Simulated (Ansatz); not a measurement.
A made-up structure of CH3SSi (charge -1), singlet:

```
atom    x (Å)    y (Å)    z (Å)
  C1  -0.1556   0.5353  -0.2665
 Si2  -1.2107  -0.4590  -1.1241
  S3   1.4127   0.3908   1.3417
  H4  -1.2662  -1.8588  -0.8922
  H5  -0.1003   1.5818  -0.4258
  H6   1.2849  -0.9366   1.4848
```

It is relaxed with PBE-D4/def2-SVPD and then PBE0-D4/def2-TZVPD (Ansatz 0.2.0). Atoms count as bonded within 1.22 times the sum of their covalent radii (H–H: 0.88 Å). The end point is not checked to be a true minimum.

(1) Does its bonding change? (A judgement: the text doesn't fix the answer.)

Answers

(1) Computed: Yes. Formed: C1–S3; broken: none.

Where it ends: The first stage lowers the energy by 1.12 eV in 8 steps. It ends as CH₃SSi ([SiH][CH][SH]), total charge -1:
```
6
angstrom
C -0.0655 0.5984 -0.1888
Si -1.1815 -0.4184 -1.1031
S 1.1237 0.2485 1.0797
H -0.7917 -1.7707 -0.4331
H -0.0349 1.6738 -0.3787
H 0.9148 -1.0780 1.1419
```

Labels in which every atom is bracketed show which atoms are joined, not bond orders.

For scale, one of the runs: PBE0-D4/def2-TZVPD relaxation, 153 basis functions, launched by `ansatz run in.yaml --threads 2 --pin off --events-out ev --progress --plain --max-ram 4352MiB`. The run took about 24 s on 2 CPU threads of an Arm Neoverse V1 (shared host).
